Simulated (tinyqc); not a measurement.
UHF in the sto-6g basis, for H2O, spin multiplicity 3, step by step (part 2 of 3). This run ends on a higher stationary point, not on the lowest solution. Computed by tinyqc, a small Python program that keeps every step (integrals from PySCF). Command: `OMP_NUM_THREADS=1 python tinyqc.py 31055 31056 out.jsonl` (the two numbers bound the seeds that draw the settings). One thread of a shared host (Intel(R) Xeon(R) Processor @ 2.60GHz), about 0.1 s of CPU time with the checks.

Geometry (angstrom):
```
atom         x          y         z
O     0.000000   0.000000  0.000000
H     0.000000   0.745000  0.735000
H     0.000000  -0.745000  0.735000
```

## Iteration 2: building the Fock matrix

D(alpha) after iteration 1, order 1O 1s, 1O 2s, 1O 2px, 1O 2py, 1O 2pz, 2H 1s, 3H 1s:
$$\begin{pmatrix}
1.064243 & -0.305668 & 0.000000 & 0.000000 & -0.035934 & 0.071001 & 0.071001 \\
-0.305668 & 1.541005 & 0.000000 & 0.000000 & 0.283235 & -0.559636 & -0.559636 \\
0.000000 & 0.000000 & 1.000000 & 0.000000 & 0.000000 & 0.000000 & 0.000000 \\
0.000000 & 0.000000 & 0.000000 & 1.073254 & 0.000000 & -0.079993 & 0.079993 \\
-0.035934 & 0.283235 & 0.000000 & 0.000000 & 1.165556 & -0.327117 & -0.327117 \\
0.071001 & -0.559636 & 0.000000 & -0.079993 & -0.327117 & 0.652304 & 0.640380 \\
0.071001 & -0.559636 & 0.000000 & 0.079993 & -0.327117 & 0.640380 & 0.652304
\end{pmatrix}$$

D(beta) after iteration 1, order 1O 1s, 1O 2s, 1O 2px, 1O 2py, 1O 2pz, 2H 1s, 3H 1s:
$$\begin{pmatrix}
1.058953 & -0.258928 & 0.000000 & 0.000000 & -0.008005 & 0.012620 & 0.012620 \\
-0.258928 & 1.128007 & 0.000000 & 0.000000 & 0.036453 & -0.043778 & -0.043778 \\
0.000000 & 0.000000 & 1.000000 & 0.000000 & 0.000000 & 0.000000 & 0.000000 \\
0.000000 & 0.000000 & 0.000000 & 0.000000 & 0.000000 & 0.000000 & 0.000000 \\
-0.008005 & 0.036453 & 0.000000 & 0.000000 & 1.018094 & -0.018873 & -0.018873 \\
0.012620 & -0.043778 & 0.000000 & 0.000000 & -0.018873 & 0.002005 & 0.002005 \\
0.012620 & -0.043778 & 0.000000 & 0.000000 & -0.018873 & 0.002005 & 0.002005
\end{pmatrix}$$

core Hamiltonian H = T + V (hartree), order 1O 1s, 1O 2s, 1O 2px, 1O 2py, 1O 2pz, 2H 1s, 3H 1s:
$$\begin{pmatrix}
-32.942405 & -7.281059 & 0.000000 & 0.000000 & -0.019298 & -1.431992 & -1.431992 \\
-7.281059 & -9.161169 & 0.000000 & 0.000000 & -0.220569 & -3.211564 & -3.211564 \\
0.000000 & 0.000000 & -7.403996 & 0.000000 & 0.000000 & 0.000000 & 0.000000 \\
0.000000 & 0.000000 & 0.000000 & -7.507486 & 0.000000 & -1.627660 & 1.627660 \\
-0.019298 & -0.220569 & 0.000000 & 0.000000 & -7.504726 & -1.680054 & -1.680054 \\
-1.431992 & -3.211564 & 0.000000 & -1.627660 & -1.680054 & -4.766372 & -1.538488 \\
-1.431992 & -3.211564 & 0.000000 & 1.627660 & -1.680054 & -1.538488 & -4.766372
\end{pmatrix}$$

nuclear repulsion = 8.44544986 hartree

Given earlier and not repeated: Two-electron integrals (ij|kl) in chemists' order.

J_ij = sum D_kl (ij|kl) with D = D(alpha) + D(beta), K_ij = sum D_kl (ik|jl) for each spin; F = H + J - K(s); E = tr D H + tr D J / 2 - 0.5 sum_s tr D(s) K(s) + E_nn.

Coulomb J (hartree), order 1O 1s, 1O 2s, 1O 2px, 1O 2py, 1O 2pz, 2H 1s, 3H 1s:
$$\begin{pmatrix}
18.007808 & 3.216257 & 0.000000 & 0.000000 & 0.011603 & 0.646392 & 0.646392 \\
3.216257 & 8.426336 & 0.000000 & 0.000000 & 0.080676 & 2.891553 & 2.891553 \\
0.000000 & 0.000000 & 8.444140 & 0.000000 & 0.000000 & 0.000000 & 0.000000 \\
0.000000 & 0.000000 & 0.000000 & 8.367786 & 0.000000 & 1.591920 & -1.591920 \\
0.011603 & 0.080676 & 0.000000 & 0.000000 & 8.467078 & 1.611487 & 1.611487 \\
0.646392 & 2.891553 & 0.000000 & 1.591920 & 1.611487 & 4.819327 & 1.399862 \\
0.646392 & 2.891553 & 0.000000 & -1.591920 & 1.611487 & 1.399862 & 4.819327
\end{pmatrix}$$

exchange K(alpha) (hartree), order 1O 1s, 1O 2s, 1O 2px, 1O 2py, 1O 2pz, 2H 1s, 3H 1s:
$$\begin{pmatrix}
4.949535 & 0.797082 & 0.000000 & 0.000000 & 0.001129 & 0.170406 & 0.170406 \\
0.797082 & 1.447213 & 0.000000 & 0.000000 & 0.026612 & 0.489669 & 0.489669 \\
0.000000 & 0.000000 & 1.191826 & 0.000000 & 0.000000 & 0.000000 & 0.000000 \\
0.000000 & 0.000000 & 0.000000 & 1.201913 & 0.000000 & 0.223558 & -0.223558 \\
0.001129 & 0.026612 & 0.000000 & 0.000000 & 1.208630 & 0.239373 & 0.239373 \\
0.170406 & 0.489669 & 0.000000 & 0.223558 & 0.239373 & 0.578162 & 0.316536 \\
0.170406 & 0.489669 & 0.000000 & -0.223558 & 0.239373 & 0.316536 & 0.578162
\end{pmatrix}$$

exchange K(beta) (hartree), order 1O 1s, 1O 2s, 1O 2px, 1O 2py, 1O 2pz, 2H 1s, 3H 1s:
$$\begin{pmatrix}
4.911601 & 0.753185 & 0.000000 & 0.000000 & -0.000024 & 0.161082 & 0.161082 \\
0.753185 & 1.238855 & 0.000000 & 0.000000 & 0.005928 & 0.397493 & 0.397493 \\
0.000000 & 0.000000 & 1.131300 & 0.000000 & 0.000000 & 0.000000 & 0.000000 \\
0.000000 & 0.000000 & 0.000000 & 0.294993 & 0.000000 & 0.049190 & -0.049190 \\
-0.000024 & 0.005928 & 0.000000 & 0.000000 & 1.131801 & 0.200816 & 0.200816 \\
0.161082 & 0.397493 & 0.000000 & 0.049190 & 0.200816 & 0.198642 & 0.164619 \\
0.161082 & 0.397493 & 0.000000 & -0.049190 & 0.200816 & 0.164619 & 0.198642
\end{pmatrix}$$

F(alpha) (hartree), order 1O 1s, 1O 2s, 1O 2px, 1O 2py, 1O 2pz, 2H 1s, 3H 1s:
$$\begin{pmatrix}
-19.884132 & -4.861884 & 0.000000 & 0.000000 & -0.008824 & -0.956006 & -0.956006 \\
-4.861884 & -2.182046 & 0.000000 & 0.000000 & -0.166505 & -0.809680 & -0.809680 \\
0.000000 & 0.000000 & -0.151683 & 0.000000 & 0.000000 & 0.000000 & 0.000000 \\
0.000000 & 0.000000 & 0.000000 & -0.341613 & 0.000000 & -0.259298 & 0.259298 \\
-0.008824 & -0.166505 & 0.000000 & 0.000000 & -0.246278 & -0.307940 & -0.307940 \\
-0.956006 & -0.809680 & 0.000000 & -0.259298 & -0.307940 & -0.525208 & -0.455162 \\
-0.956006 & -0.809680 & 0.000000 & 0.259298 & -0.307940 & -0.455162 & -0.525208
\end{pmatrix}$$

F(beta) (hartree), order 1O 1s, 1O 2s, 1O 2px, 1O 2py, 1O 2pz, 2H 1s, 3H 1s:
$$\begin{pmatrix}
-19.846198 & -4.817987 & 0.000000 & 0.000000 & -0.007671 & -0.946682 & -0.946682 \\
-4.817987 & -1.973688 & 0.000000 & 0.000000 & -0.145822 & -0.717504 & -0.717504 \\
0.000000 & 0.000000 & -0.091156 & 0.000000 & 0.000000 & 0.000000 & 0.000000 \\
0.000000 & 0.000000 & 0.000000 & 0.565306 & 0.000000 & -0.084930 & 0.084930 \\
-0.007671 & -0.145822 & 0.000000 & 0.000000 & -0.169449 & -0.269383 & -0.269383 \\
-0.946682 & -0.717504 & 0.000000 & -0.084930 & -0.269383 & -0.145688 & -0.303246 \\
-0.946682 & -0.717504 & 0.000000 & 0.084930 & -0.269383 & -0.303246 & -0.145688
\end{pmatrix}$$

total energy of this density = -74.69359797 hartree

## Iteration 2: DIIS over 2 matrices

error matrix X^T (FDS - SDF) X (alpha):
$$\begin{pmatrix}
0.000000 & 0.000000 & 0.000000 & 0.000000 & 0.000000 & 0.000000 & 0.000000 \\
0.000000 & 0.000000 & 0.000000 & 0.000000 & 0.000000 & -0.356943 & 0.000000 \\
0.000000 & 0.000000 & 0.000000 & 0.000000 & 0.000000 & 0.000000 & 0.000000 \\
0.000000 & 0.000000 & 0.000000 & 0.000000 & 0.000000 & 0.000000 & 0.000000 \\
0.000000 & 0.000000 & 0.000000 & 0.000000 & 0.000000 & 0.000000 & 0.000000 \\
0.000000 & 0.356943 & 0.000000 & 0.000000 & 0.000000 & 0.000000 & 0.000000 \\
0.000000 & 0.000000 & 0.000000 & 0.000000 & 0.000000 & 0.000000 & 0.000000
\end{pmatrix}$$

B (overlaps of the stored error matrices):
$$\begin{pmatrix}
3.6087192e-01 & -1.3887488e-01 \\
-1.3887488e-01 & 5.6809421e-01
\end{pmatrix}$$

Minimise |sum c_i e_i|^2 with sum c_i = 1: solve [B -1; -1 0][c; lambda] = [0; -1] with B_ij = tr e_i^T e_j summed over both spins, and take F = sum c_i F_i.

DIIS coefficients: [0.585862, 0.414138]

extrapolated F(alpha) (hartree), order 1O 1s, 1O 2s, 1O 2px, 1O 2py, 1O 2pz, 2H 1s, 3H 1s:
$$\begin{pmatrix}
-22.547730 & -5.226676 & 0.000000 & 0.000000 & -0.012540 & -1.032037 & -1.032037 \\
-5.226676 & -3.138275 & 0.000000 & 0.000000 & -0.124593 & -1.033425 & -1.033425 \\
0.000000 & 0.000000 & -1.183674 & 0.000000 & 0.000000 & 0.000000 & 0.000000 \\
0.000000 & 0.000000 & 0.000000 & -1.336725 & 0.000000 & -0.360397 & 0.360397 \\
-0.012540 & -0.124593 & 0.000000 & 0.000000 & -1.249441 & -0.384321 & -0.384321 \\
-1.032037 & -1.033425 & 0.000000 & -0.360397 & -0.384321 & -0.618773 & -0.447049 \\
-1.032037 & -1.033425 & 0.000000 & 0.360397 & -0.384321 & -0.447049 & -0.618773
\end{pmatrix}$$

extrapolated F(beta) (hartree), order 1O 1s, 1O 2s, 1O 2px, 1O 2py, 1O 2pz, 2H 1s, 3H 1s:
$$\begin{pmatrix}
-22.479875 & -5.172475 & 0.000000 & 0.000000 & -0.002091 & -1.017356 & -1.017356 \\
-5.172475 & -2.556383 & 0.000000 & 0.000000 & 0.101012 & -0.813743 & -0.813743 \\
0.000000 & 0.000000 & -1.033924 & 0.000000 & 0.000000 & 0.000000 & 0.000000 \\
0.000000 & 0.000000 & 0.000000 & -0.349823 & 0.000000 & -0.195197 & 0.195197 \\
-0.002091 & 0.101012 & 0.000000 & 0.000000 & -1.009612 & -0.273084 & -0.273084 \\
-1.017356 & -0.813743 & 0.000000 & -0.195197 & -0.273084 & -0.371642 & -0.328510 \\
-1.017356 & -0.813743 & 0.000000 & 0.195197 & -0.273084 & -0.328510 & -0.371642
\end{pmatrix}$$

## Iteration 2: diagonalisation and new density

X, order 1O 1s, 1O 2s, 1O 2px, 1O 2py, 1O 2pz, 2H 1s, 3H 1s:
$$\begin{pmatrix}
-0.311865 & 0.000000 & 0.744287 & 0.000000 & 0.625356 & 0.000000 & 0.148153 \\
1.071278 & 0.000000 & -0.330372 & 0.000000 & 0.341714 & 0.000000 & 0.409211 \\
0.000000 & 0.000000 & 0.000000 & 1.000000 & 0.000000 & 0.000000 & 0.000000 \\
0.000000 & -0.826713 & 0.000000 & 0.000000 & 0.000000 & 0.730074 & 0.000000 \\
0.572524 & 0.000000 & 0.652793 & 0.000000 & -0.601665 & 0.000000 & 0.222783 \\
-0.676609 & 0.831080 & -0.156884 & 0.000000 & -0.128157 & 0.363119 & 0.384065 \\
-0.676609 & -0.831080 & -0.156884 & 0.000000 & -0.128157 & -0.363119 & 0.384065
\end{pmatrix}$$

Diagonalise F' = X^T F X, C = X C', fill 6 alpha and 4 beta electrons from the bottom; D(s) = C_occ C_occ^T. Each column has its largest component positive (the first on a tie).

F' = X^T F X (alpha) (hartree):
$$\begin{pmatrix}
-1.115276 & 0.000000 & 2.111243 & 0.000000 & 1.894694 & 0.000000 & -0.038176 \\
0.000000 & -0.160345 & 0.000000 & 0.000000 & 0.000000 & 0.482187 & 0.000000 \\
2.111243 & 0.000000 & -10.380883 & 0.000000 & -9.579674 & 0.000000 & -3.791722 \\
0.000000 & 0.000000 & 0.000000 & -1.183674 & 0.000000 & 0.000000 & 0.000000 \\
1.894694 & 0.000000 & -9.579674 & 0.000000 & -11.451317 & 0.000000 & -4.256860 \\
0.000000 & 0.482187 & 0.000000 & 0.000000 & 0.000000 & -1.139941 & 0.000000 \\
-0.038176 & 0.000000 & -3.791722 & 0.000000 & -4.256860 & 0.000000 & -3.070239
\end{pmatrix}$$

orbital energies (alpha) (hartree): MO1 -22.547751, MO2 -2.061547, MO3 -1.337461, MO4 -1.231641, MO5 -1.183674, MO6 -0.176775, MO7 0.037175

coefficients C (alpha), order 1O 1s, 1O 2s, 1O 2px, 1O 2py, 1O 2pz, 2H 1s, 3H 1s:
$$\begin{pmatrix}
0.999850 & -0.240523 & 0.000000 & 0.038147 & 0.000000 & 0.072359 & 0.000000 \\
0.000543 & 1.055777 & 0.000000 & -0.179444 & 0.000000 & -0.627805 & 0.000000 \\
0.000000 & 0.000000 & 0.000000 & 0.000000 & 1.000000 & 0.000000 & 0.000000 \\
0.000000 & 0.000000 & 0.988966 & 0.000000 & 0.000000 & 0.000000 & -0.488272 \\
0.000462 & 0.174458 & 0.000000 & 0.972273 & 0.000000 & -0.435667 & 0.000000 \\
0.000260 & -0.047875 & 0.020987 & 0.031473 & 0.000000 & 0.801910 & 0.906702 \\
0.000260 & -0.047875 & -0.020987 & 0.031473 & 0.000000 & 0.801910 & -0.906702
\end{pmatrix}$$

F' = X^T F X (beta) (hartree):
$$\begin{pmatrix}
-0.587565 & 0.000000 & 2.115811 & 0.000000 & 1.911326 & 0.000000 & 0.230912 \\
0.000000 & 0.237783 & 0.000000 & 0.000000 & 0.000000 & 0.065430 & 0.000000 \\
2.115811 & 0.000000 & -10.280275 & 0.000000 & -9.604176 & 0.000000 & -3.840076 \\
0.000000 & 0.000000 & 0.000000 & -1.033924 & 0.000000 & 0.000000 & 0.000000 \\
1.911326 & 0.000000 & -9.604176 & 0.000000 & -11.344350 & 0.000000 & -4.275227 \\
0.000000 & 0.065430 & 0.000000 & 0.000000 & 0.000000 & -0.404823 & 0.000000 \\
0.230912 & 0.000000 & -3.840076 & 0.000000 & -4.275227 & 0.000000 & -2.623618
\end{pmatrix}$$

orbital energies (beta) (hartree): MO1 -22.479920, MO2 -1.467128, MO3 -1.033924, MO4 -0.995243, MO5 -0.411417, MO6 0.106484, MO7 0.244378

coefficients C (beta), order 1O 1s, 1O 2s, 1O 2px, 1O 2py, 1O 2pz, 2H 1s, 3H 1s:
$$\begin{pmatrix}
1.000350 & -0.230466 & 0.000000 & -0.044336 & 0.000000 & 0.091992 & 0.000000 \\
-0.001793 & 1.001956 & 0.000000 & 0.163085 & 0.000000 & -0.714485 & 0.000000 \\
0.000000 & 0.000000 & 1.000000 & 0.000000 & 0.000000 & 0.000000 & 0.000000 \\
0.000000 & 0.000000 & 0.000000 & 0.000000 & 0.809295 & 0.000000 & -0.749336 \\
-0.000247 & -0.222353 & 0.000000 & 0.933203 & 0.000000 & -0.495225 & 0.000000 \\
0.000700 & 0.000197 & 0.000000 & 0.074324 & 0.277950 & 0.800510 & 0.863304 \\
0.000700 & 0.000197 & 0.000000 & 0.074324 & -0.277950 & 0.800510 & -0.863304
\end{pmatrix}$$

D(alpha) after iteration 2, order 1O 1s, 1O 2s, 1O 2px, 1O 2py, 1O 2pz, 2H 1s, 3H 1s:
$$\begin{pmatrix}
1.064243 & -0.305668 & 0.000000 & 0.000000 & -0.035934 & 0.071001 & 0.071001 \\
-0.305668 & 1.541005 & 0.000000 & 0.000000 & 0.283235 & -0.559636 & -0.559636 \\
0.000000 & 0.000000 & 1.000000 & 0.000000 & 0.000000 & 0.000000 & 0.000000 \\
0.000000 & 0.000000 & 0.000000 & 0.978053 & 0.000000 & 0.020756 & -0.020756 \\
-0.035934 & 0.283235 & 0.000000 & 0.000000 & 1.165556 & -0.327117 & -0.327117 \\
0.071001 & -0.559636 & 0.000000 & 0.020756 & -0.327117 & 0.646782 & 0.645901 \\
0.071001 & -0.559636 & 0.000000 & -0.020756 & -0.327117 & 0.645901 & 0.646782
\end{pmatrix}$$

D(beta) after iteration 2, order 1O 1s, 1O 2s, 1O 2px, 1O 2py, 1O 2pz, 2H 1s, 3H 1s:
$$\begin{pmatrix}
1.055780 & -0.239940 & 0.000000 & 0.000000 & 0.009623 & -0.002640 & -0.002640 \\
-0.239940 & 1.030515 & 0.000000 & 0.000000 & -0.070596 & 0.012317 & 0.012317 \\
0.000000 & 0.000000 & 1.000000 & 0.000000 & 0.000000 & 0.000000 & 0.000000 \\
0.000000 & 0.000000 & 0.000000 & 0.000000 & 0.000000 & 0.000000 & 0.000000 \\
0.009623 & -0.070596 & 0.000000 & 0.000000 & 0.920308 & 0.069316 & 0.069316 \\
-0.002640 & 0.012317 & 0.000000 & 0.000000 & 0.069316 & 0.005525 & 0.005525 \\
-0.002640 & 0.012317 & 0.000000 & 0.000000 & 0.069316 & 0.005525 & 0.005525
\end{pmatrix}$$

## Iteration 10 (converged): orbitals

converged F(alpha) (hartree), order 1O 1s, 1O 2s, 1O 2px, 1O 2py, 1O 2pz, 2H 1s, 3H 1s:
$$\begin{pmatrix}
-20.512691 & -4.976794 & 0.000000 & 0.000000 & -0.013357 & -0.979145 & -0.979145 \\
-4.976794 & -2.443586 & 0.000000 & 0.000000 & -0.157253 & -0.891965 & -0.891965 \\
0.000000 & 0.000000 & -0.454061 & 0.000000 & 0.000000 & 0.000000 & 0.000000 \\
0.000000 & 0.000000 & 0.000000 & -0.350745 & 0.000000 & -0.367517 & 0.367517 \\
-0.013357 & -0.157253 & 0.000000 & 0.000000 & -0.560518 & -0.342323 & -0.342323 \\
-0.979145 & -0.891965 & 0.000000 & -0.367517 & -0.342323 & -0.648243 & -0.412456 \\
-0.979145 & -0.891965 & 0.000000 & 0.367517 & -0.342323 & -0.412456 & -0.648243
\end{pmatrix}$$

converged F(beta) (hartree), order 1O 1s, 1O 2s, 1O 2px, 1O 2py, 1O 2pz, 2H 1s, 3H 1s:
$$\begin{pmatrix}
-20.472468 & -4.943709 & 0.000000 & 0.000000 & -0.010397 & -0.969806 & -0.969806 \\
-4.943709 & -2.241525 & 0.000000 & 0.000000 & -0.034226 & -0.807508 & -0.807508 \\
0.000000 & 0.000000 & -0.392464 & 0.000000 & 0.000000 & 0.000000 & 0.000000 \\
0.000000 & 0.000000 & 0.000000 & 0.233144 & 0.000000 & -0.122268 & 0.122268 \\
-0.010397 & -0.034226 & 0.000000 & 0.000000 & -0.300417 & -0.332831 & -0.332831 \\
-0.969806 & -0.807508 & 0.000000 & -0.122268 & -0.332831 & -0.230846 & -0.394582 \\
-0.969806 & -0.807508 & 0.000000 & 0.122268 & -0.332831 & -0.394582 & -0.230846
\end{pmatrix}$$

As before.

F' = X^T F X (alpha) (hartree):
$$\begin{pmatrix}
-0.526902 & 0.000000 & 1.782669 & 0.000000 & 1.553923 & 0.000000 & 0.270459 \\
0.000000 & 0.444599 & 0.000000 & 0.000000 & 0.000000 & -0.155944 & 0.000000 \\
1.782669 & 0.000000 & -9.006070 & 0.000000 & -9.005851 & 0.000000 & -3.512481 \\
0.000000 & 0.000000 & 0.000000 & -0.454061 & 0.000000 & 0.000000 & 0.000000 \\
1.553923 & 0.000000 & -9.005851 & 0.000000 & -10.232738 & 0.000000 & -3.958031 \\
0.000000 & -0.155944 & 0.000000 & 0.000000 & 0.000000 & -0.638850 & 0.000000 \\
0.270459 & 0.000000 & -3.512481 & 0.000000 & -3.958031 & 0.000000 & -2.733908
\end{pmatrix}$$

orbital energies (alpha) (hartree): MO1 -20.516080, MO2 -1.362693, MO3 -0.660848, MO4 -0.593408, MO5 -0.454061, MO6 -0.027438, MO7 0.466598

coefficients C (alpha), order 1O 1s, 1O 2s, 1O 2px, 1O 2py, 1O 2pz, 2H 1s, 3H 1s:
$$\begin{pmatrix}
0.996570 & -0.228018 & 0.000000 & 0.096020 & 0.000000 & 0.099394 & 0.000000 \\
0.015723 & 0.891272 & 0.000000 & -0.502917 & 0.000000 & -0.702471 & 0.000000 \\
0.000000 & 0.000000 & 0.000000 & 0.000000 & 1.000000 & 0.000000 & 0.000000 \\
0.000000 & 0.000000 & 0.607437 & 0.000000 & 0.000000 & 0.000000 & 0.920588 \\
0.002362 & 0.170208 & 0.000000 & 0.769371 & 0.000000 & -0.738003 & 0.000000 \\
-0.003233 & 0.114054 & 0.475648 & 0.268286 & 0.000000 & 0.749230 & -0.772210 \\
-0.003233 & 0.114054 & -0.475648 & 0.268286 & 0.000000 & 0.749230 & 0.772210
\end{pmatrix}$$

F' = X^T F X (beta) (hartree):
$$\begin{pmatrix}
0.068746 & 0.000000 & 1.975437 & 0.000000 & 1.507898 & 0.000000 & 0.243327 \\
0.000000 & 0.721550 & 0.000000 & 0.000000 & 0.000000 & -0.116856 & 0.000000 \\
1.975437 & 0.000000 & -8.886669 & 0.000000 & -9.046550 & 0.000000 & -3.540221 \\
0.000000 & 0.000000 & 0.000000 & -0.392464 & 0.000000 & 0.000000 & 0.000000 \\
1.507898 & 0.000000 & -9.046550 & 0.000000 & -10.138495 & 0.000000 & -4.001884 \\
0.000000 & -0.116856 & 0.000000 & 0.000000 & 0.000000 & 0.037792 & 0.000000 \\
0.243327 & 0.000000 & -3.540221 & 0.000000 & -4.001884 & 0.000000 & -2.472763
\end{pmatrix}$$

orbital energies (beta) (hartree): MO1 -20.475192, MO2 -1.136369, MO3 -0.450591, MO4 -0.392464, MO5 0.018373, MO6 0.632971, MO7 0.740969

coefficients C (beta), order 1O 1s, 1O 2s, 1O 2px, 1O 2py, 1O 2pz, 2H 1s, 3H 1s:
$$\begin{pmatrix}
0.996950 & -0.232156 & 0.070214 & 0.000000 & 0.000000 & -0.107270 & 0.000000 \\
0.014034 & 0.914754 & -0.407627 & 0.000000 & 0.000000 & 0.733398 & 0.000000 \\
0.000000 & 0.000000 & 0.000000 & 1.000000 & 0.000000 & 0.000000 & 0.000000 \\
0.000000 & 0.000000 & 0.000000 & 0.000000 & 0.584671 & 0.000000 & 0.935213 \\
0.001940 & 0.046740 & 0.769659 & 0.000000 & 0.000000 & 0.755641 & 0.000000 \\
-0.002918 & 0.112415 & 0.294332 & 0.000000 & 0.494449 & -0.739638 & -0.760309 \\
-0.002918 & 0.112415 & 0.294332 & 0.000000 & -0.494449 & -0.739638 & 0.760309
\end{pmatrix}$$

D(alpha) after iteration 10, order 1O 1s, 1O 2s, 1O 2px, 1O 2py, 1O 2pz, 2H 1s, 3H 1s:
$$\begin{pmatrix}
1.064243 & -0.305668 & 0.000000 & 0.000000 & -0.035934 & 0.071001 & 0.071001 \\
-0.305668 & 1.541005 & 0.000000 & 0.000000 & 0.283235 & -0.559636 & -0.559636 \\
0.000000 & 0.000000 & 1.000000 & 0.000000 & 0.000000 & 0.000000 & 0.000000 \\
0.000000 & 0.000000 & 0.000000 & 0.368979 & 0.000000 & 0.288926 & -0.288926 \\
-0.035934 & 0.283235 & 0.000000 & 0.000000 & 1.165556 & -0.327117 & -0.327117 \\
0.071001 & -0.559636 & 0.000000 & 0.288926 & -0.327117 & 0.872583 & 0.420100 \\
0.071001 & -0.559636 & 0.000000 & -0.288926 & -0.327117 & 0.420100 & 0.872583
\end{pmatrix}$$

D(beta) after iteration 10, order 1O 1s, 1O 2s, 1O 2px, 1O 2py, 1O 2pz, 2H 1s, 3H 1s:
$$\begin{pmatrix}
1.052736 & -0.226996 & 0.000000 & 0.000000 & 0.045124 & -0.008340 & -0.008340 \\
-0.226996 & 1.003132 & 0.000000 & 0.000000 & -0.270951 & -0.017186 & -0.017186 \\
0.000000 & 0.000000 & 1.000000 & 0.000000 & 0.000000 & 0.000000 & 0.000000 \\
0.000000 & 0.000000 & 0.000000 & 0.000000 & 0.000000 & 0.000000 & 0.000000 \\
0.045124 & -0.270951 & 0.000000 & 0.000000 & 0.594563 & 0.231784 & 0.231784 \\
-0.008340 & -0.017186 & 0.000000 & 0.000000 & 0.231784 & 0.099277 & 0.099277 \\
-0.008340 & -0.017186 & 0.000000 & 0.000000 & 0.231784 & 0.099277 & 0.099277
\end{pmatrix}$$
